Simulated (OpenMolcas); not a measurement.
**AlSiNH8 (SMILES [AlH3-][NH2+][SiH3]) at UPBE/ANO-RCC-VDZP (DKH2, RICD fitting, scramble 0.25)**

Aim: an energy scan of AlSiNH8. 

The calculation is run with OpenMolcas 26.06.

3 further runs of the same task are left out: 3 set aside as unsound or not needed.

### 1 The structure to begin with

AlSiNH8 has 11 atoms, charge 0, and is taken as a singlet. SMILES: `[AlH3-][NH2+][SiH3]`. The coordinates come from a PBE0-D4/def2-TZVP relaxation.

Bond lengths: Al1–N2 2.069 Å, N2–Si3 1.792 Å, Al1–H4 1.609 Å, Al1–H5 1.602 Å, Al1–H6 1.601 Å, N2–H7 1.016 Å, N2–H8 1.016 Å, Si3–H9 1.487 Å, Si3–H10 1.476 Å, Si3–H11 1.475 Å. Some angles: Al1–N2–Si3 109.4°, Al1–N2–H7 107.3°, Al1–N2–H8 107.7°, Si3–N2–H7 112.7°, Si3–N2–H8 112.4°, N2–Al1–H4 97.1°, N2–Al1–H5 100.0°, N2–Al1–H6 101.1°, N2–Si3–H9 108.4°, N2–Si3–H10 107.2°.

### 2 An energy scan at UPBE/ANO-RCC-VDZP (DKH2, RICD fitting, scramble 0.25)

Contents of point1.xyz:

```xyz
11
R = 4.462
Al    -2.450448     2.479294    -2.939843
N     -1.578648     1.411694    -1.396343
Si    -0.674148     0.019494    -2.070443
H     -2.271448     1.360094    -4.081443
H     -1.456548     3.733494    -3.005743
H     -3.927548     2.703494    -2.364143
H     -0.983648     2.054694    -0.882343
H     -2.318848     1.123394    -0.763143
H      1.651500    -1.882900     1.228300
H      0.244452     0.551394    -3.095743
H     -1.672848    -0.929206    -2.599143
```

Contents of run.inp:

```
>>> EXPORT MOLCAS_PRINT=2
&GATEWAY
Coord
point1.xyz
Basis
ANO-RCC-VDZP
Group
NoSym
RICD
&SEWARD
&SCF
UHF
KSDFT
PBE
Scramble
0.25
PrOrbitals
0
>>> ForEach K in (1, 2, 3, 4, 5, 6, 7, 8, 9)
&GATEWAY
Coord
$CurrDir/point$K.xyz
Basis
ANO-RCC-VDZP
Group
NoSym
RICD
&SEWARD
&SCF
UHF
KSDFT
PBE
PrOrbitals
0
FileOrb
$Project.UhfOrb
>>> EndDo
```

Started as:

```bash
$ export MOLCAS_MEM=1860
$ pymolcas run.inp > run.log
```

Output:

```text
--- Start Module: gateway ---

                                              &GATEWAY

                       available to each process: 1.9 GB of memory, 1 thread

++    Symmetry information:
      ---------------------

                    Character Table for C1

                             E
                    a        1  x, y, xy, Rz, z, xz, Ry, yz, Rx, I
--

++    Basis set information:
      ----------------------

      Basis set label: AL.ANO-RCC...4S3P1D.

      Electronic valence basis set:
      ------------------
      Associated Effective Charge  13.000000 au
      Associated Actual Charge     13.000000 au
      Nuclear Model: Point charge

      Shell  nPrim  nBasis  Cartesian Spherical Contaminant
         s      17       4        X
         p      12       3        X
         d       5       1                 X

      Basis set label: N.ANO-RCC...3S2P1D.

      Electronic valence basis set:
      ------------------
      Associated Effective Charge   7.000000 au
      Associated Actual Charge      7.000000 au
      Nuclear Model: Point charge

      Shell  nPrim  nBasis  Cartesian Spherical Contaminant
         s      14       3        X
         p       9       2        X
         d       4       1                 X

      Basis set label: SI.ANO-RCC...4S3P1D.

      Electronic valence basis set:
      ------------------
      Associated Effective Charge  14.000000 au
      Associated Actual Charge     14.000000 au
      Nuclear Model: Point charge

      Shell  nPrim  nBasis  Cartesian Spherical Contaminant
         s      17       4        X
         p      12       3        X
         d       5       1                 X

      Basis set label: H.ANO-RCC...2S1P.

      Electronic valence basis set:
      ------------------
      Associated Effective Charge   1.000000 au
      Associated Actual Charge      1.000000 au
      Nuclear Model: Point charge

      Shell  nPrim  nBasis  Cartesian Spherical Contaminant
         s       8       2        X
         p       4       1        X
--

++    Molecular structure info:
      -------------------------

                    ************************************************
                    **** Cartesian Coordinates / bohr, angstrom ****
                    ************************************************

     Center  Label                x              y              z                     x              y              z
        1      AL1             -4.630676       4.685187      -5.555498             -2.450448       2.479294      -2.939843
        2      N2              -2.983212       2.667715      -2.638706             -1.578648       1.411694      -1.396343
        3      SI3             -1.273955       0.036838      -3.912570             -0.674148       0.019494      -2.070443
[... 7 lines of this table left out ...]
       11      H11             -3.161225      -1.755945      -4.911668             -1.672848      -0.929206      -2.599143

                    ***************************************
                    *    InterNuclear Distances / bohr    *
                    ***************************************

               1 AL1           2 N2            3 SI3           4 H4            5 H5            6 H6
    1 AL1      0.000000
    2 N2       3.910499        0.000000
    3 SI3      5.964388        3.386119        0.000000
    4 H4       3.039993        5.241187        5.474565        0.000000
[... 6 lines of this table left out ...]
   11 H11      6.637920        4.976627        2.788199        5.276510        8.854104        8.091781

               7 H7            8 H8            9 H9           10 H10          11 H11
    7 H7       0.000000
    8 H8       3.084533        0.000000
    9 H9       9.801736       10.135578        0.000000
   10 H10      5.563400        6.637947        9.746833        0.000000
   11 H11      6.634542        5.345413        9.748156        4.672948        0.000000

                    *******************************************
                    *    InterNuclear Distances / angstrom    *
                    *******************************************

               1 AL1           2 N2            3 SI3           4 H4            5 H5            6 H6
    1 AL1      0.000000
    2 N2       2.069347        0.000000
    3 SI3      3.156218        1.791857        0.000000
    4 H4       1.608695        2.773517        2.897015        0.000000
[... 6 lines of this table left out ...]
   11 H11      3.512636        2.633517        1.475451        2.792209        4.685390        4.281986

               7 H7            8 H8            9 H9           10 H10          11 H11
    7 H7       0.000000
    8 H8       1.632264        0.000000
    9 H9       5.186855        5.363517        0.000000
   10 H10      2.944024        3.512651        5.157802        0.000000
   11 H11      3.510849        2.828671        5.158502        2.472818        0.000000

                    **************************************
                    *    Valence Bond Angles / degree    *
                    **************************************
                          Atom centers                 Phi
                      7 H7       2 N2       8 H8       106.92
                     10 H10      3 SI3     11 H11      113.84
--

            Nuclear Potential Energy            149.09654969 au

--- Stop Module: gateway /rc=_RC_ALL_IS_WELL_ ---

--- Start Module: seward ---

                                              &SEWARD

                       available to each process: 1.9 GB of memory, 1 thread

[... 53 lines left out ...]
      Nuclear repulsion energy =  149.09654969
[... 72 lines left out ...]
++ Convergence information
                               UHF PBE        iterations: Energy and convergence statistics
[... 16 lines left out ...]
       Convergence after  19 Iterations
[... 3 lines left out ...]
 *                                             SCF/KS-DFT Program, Final results                                             *
 *                                                       Final Results                                                       *
[... 101 lines left out ...]
      Title: Natural orbitals
[... 72 lines left out ...]
      Dipole Moment (debye):
[... 142 lines left out ...]
      Dipole Moment (debye):
[... 213 lines left out ...]
      Nuclear repulsion energy =  154.91758189
[... 71 lines left out ...]
++ Convergence information
                               UHF PBE        iterations: Energy and convergence statistics
[... 13 lines left out ...]
       Convergence after   9 Iterations
[... 3 lines left out ...]
 *                                             SCF/KS-DFT Program, Final results                                             *
 *                                                       Final Results                                                       *
[... 53 lines left out ...]
      Charge            0.0368                  0.0362                 -0.1134                 -0.0473                 -0.0540

      Total electronic charge=   42.000000

      Total            charge=   -0.000000
--

++    Static properties:
      ------------------

      LoProp Charges per center

                   AL1      N2       SI3      H4       H5       H6       H7       H8       H9       H10
      Nuclear     13.0000   7.0000  14.0000   1.0000   1.0000   1.0000   1.0000   1.0000   1.0000   1.0000
      Electronic -12.8518  -7.5624 -13.4174  -1.1563  -1.1492  -1.1481  -0.7434  -0.7432  -1.1097  -1.0587

      Total        0.1482  -0.5624   0.5826  -0.1563  -0.1492  -0.1481   0.2566   0.2568  -0.1097  -0.0587

                   H11
      Nuclear      1.0000
      Electronic  -1.0598

      Total       -0.0598
--

++    Natural Bond Order analysis
      ---------------------------
      Based on LoProp computed density
      -------------------------------------------------------------------------------------
      Atom A       Atom B       Bond Order
      -------------------------------------------------------------------------------------
      NBO located      1.019 non-bonded electrons on atom AL1
      NBO located      1.000 non-bonded electrons on atom AL1
      NBO located      0.996 non-bonded electrons on atom AL1
      NBO located      0.987 non-bonded electrons on atom AL1
      NBO located      0.987 non-bonded electrons on atom AL1
      NBO located      1.000 non-bonded electrons on atom N2
      NBO located      1.008 non-bonded electrons on atom SI3
      NBO located      1.000 non-bonded electrons on atom SI3
      NBO located      0.998 non-bonded electrons on atom SI3
      NBO located      0.998 non-bonded electrons on atom SI3
      NBO located      0.997 non-bonded electrons on atom SI3
      The remaining   13.732 electrons are to be considered as diffuse
--

++    Molecular orbitals:
      -------------------

      Title: Natural orbitals

      Molecular orbitals for symmetry species 1: a

          Orbital            1         2         3         4         5         6         7         8         9        10
          Energy          -65.6040  -55.4322  -14.0457   -5.1152   -3.8954   -3.5030   -3.5000   -3.4997   -2.4831   -2.4776
          Occ. No.          2.0000    2.0000    2.0000    2.0000    2.0000    2.0000    2.0000    2.0000    2.0000    2.0000

[... 89 lines of this table left out ...]
       90 H11    2pz        0.0000    0.0000   -0.0000   -0.0005   -0.0000   -0.0001    0.0003    0.0001    0.0003   -0.0002

          Orbital           11        12        13        14        15        16        17        18        19        20
          Energy           -2.4772   -0.8469   -0.5358   -0.5018   -0.4259   -0.3848   -0.3356   -0.3332   -0.2908   -0.2309
          Occ. No.          2.0000    2.0000    2.0000    2.0000    2.0000    2.0000    2.0000    2.0000    2.0000    2.0000

[... 89 lines of this table left out ...]
       90 H11    2pz       -0.0001    0.0017    0.0079    0.0014   -0.0054    0.0007   -0.0067   -0.0108    0.0010   -0.0017

          Orbital           21        22        23        24        25        26        27        28        29        30
          Energy           -0.2303   -0.0582   -0.0046    0.0077    0.0119    0.0243    0.0354    0.0504    0.0609    0.0837
          Occ. No.          2.0000    0.0000    0.0000    0.0000    0.0000    0.0000    0.0000    0.0000    0.0000    0.0000

[... 89 lines of this table left out ...]
       90 H11    2pz       -0.0024    0.0080    0.0069    0.0285   -0.0143   -0.0045   -0.0238   -0.0186   -0.0098    0.0208

          Orbital           31        32        33        34        35        36        37        38        39        40
          Energy            0.0899    0.1708    0.1567    0.7568    0.1828    0.2021    0.2052    0.2530    0.2608    0.7215
          Occ. No.          0.0000    0.0000    0.0000    0.0000    0.0000    0.0000    0.0000    0.0000    0.0000    0.0000

[... 89 lines of this table left out ...]
       90 H11    2pz       -0.0080    0.0189   -0.0281    0.1765   -0.0292    0.0330    0.0020    0.0148   -0.0168   -0.0394

          Orbital           41        42        43        44        45        46        47        48        49        50
          Energy            0.2484    0.2570    0.6847    1.4139    0.2484    0.4449    0.3995    0.5032    0.8683    0.3960
          Occ. No.          0.0000    0.0000    0.0000    0.0000    0.0000    0.0000    0.0000    0.0000    0.0000    0.0000

[... 89 lines of this table left out ...]
       90 H11    2pz       -0.0218    0.0165   -0.1216    0.1430    0.0123    0.0080   -0.0471    0.0033   -0.0063    0.0433

          Orbital           51        52        53        54        55        56        57        58        59        60
          Energy            1.6446    0.5765    0.5109    1.8573    1.5349    0.7964    1.4121    1.0003    1.4082    0.8160
          Occ. No.          0.0000    0.0000    0.0000    0.0000    0.0000    0.0000    0.0000    0.0000    0.0000    0.0000

[... 89 lines of this table left out ...]
       90 H11    2pz        0.0920    0.0395   -0.0002   -0.1651    0.1459    0.0788    0.2313    0.0828    0.2976   -0.4896

          Orbital           61        62        63        64        65        66        67        68        69        70
          Energy            1.5135    0.7791    1.1089    1.1714    1.3373    1.2493    1.7727    1.3524    2.0151    2.7369
          Occ. No.          0.0000    0.0000    0.0000    0.0000    0.0000    0.0000    0.0000    0.0000    0.0000    0.0000

[... 89 lines of this table left out ...]
       90 H11    2pz        0.2949    0.0958   -0.1592   -0.2589    0.3798    0.5239    0.1702   -0.2670    0.2046    0.0598

          Orbital           71        72        73        74
          Energy            3.2788    0.8439    2.4833    2.1858
          Occ. No.          0.0000    0.0000    0.0000    0.0000

[... 89 lines of this table left out ...]
       90 H11    2pz       -0.0381   -0.3494    0.0857    0.1128
--

++    Molecular properties:
      ---------------------

      Charge (e):
                      =   -0.0000
      Dipole Moment (debye):
      Origin of the operator (angstrom)=    0.0757   -0.0678    0.0393
                   X=  2.1574E+00               Y= -2.6820E+00               Z=  3.6545E+00           Total=  5.0203E+00
      Quadrupole Moment (debye*angstrom):
      Origin of the operator (angstrom)=    0.0757   -0.0678    0.0393
                  XX= -4.0390E+01              XY=  1.6658E+00              XZ= -7.8423E-01              YY= -4.1271E+01
                  YZ=  1.5360E+00              ZZ= -3.6009E+01
      In traceless form (debye*angstrom)
                  XX= -1.7500E+00              XY=  2.4987E+00              XZ= -1.1763E+00              YY= -3.0713E+00
                  YZ=  2.3040E+00              ZZ=  4.8213E+00
--

--- Stop Module: scf /rc=_RC_ALL_IS_WELL_ ---
--- Module scf spent 7 seconds ---

>>> END FOREACH

.##################.
.# Happy landing! #.
.##################.

    Timing: Wall=107.71 User=99.59 System=7.92
```

Run time: 1.8 min. Hardware: 1 thread of Intel Xeon 6975P-C (Granite Rapids), shared host; peak memory 0.095 GiB.

The scan, from its lowest point:

| H9–Si3 (Å) | energy (kJ/mol) |
| --- | --- |
| 4.462 | 377.5 |
| 3.570 | 369.8 |
| 2.975 | 333.7 |
| 2.529 | 248.3 |
| 2.157 | 148.5 |
| 1.859 | 62.1 |
| 1.636 | 11.1 |
| 1.487 | 0.0 |
| 1.339 | 28.6 |

### 3 Results

At UPBE/ANO-RCC-VDZP (DKH2, RICD fitting, scramble 0.25):

| quantity | value |
| --- | --- |
| lowest energy of the scan | -592.23382 Eh |
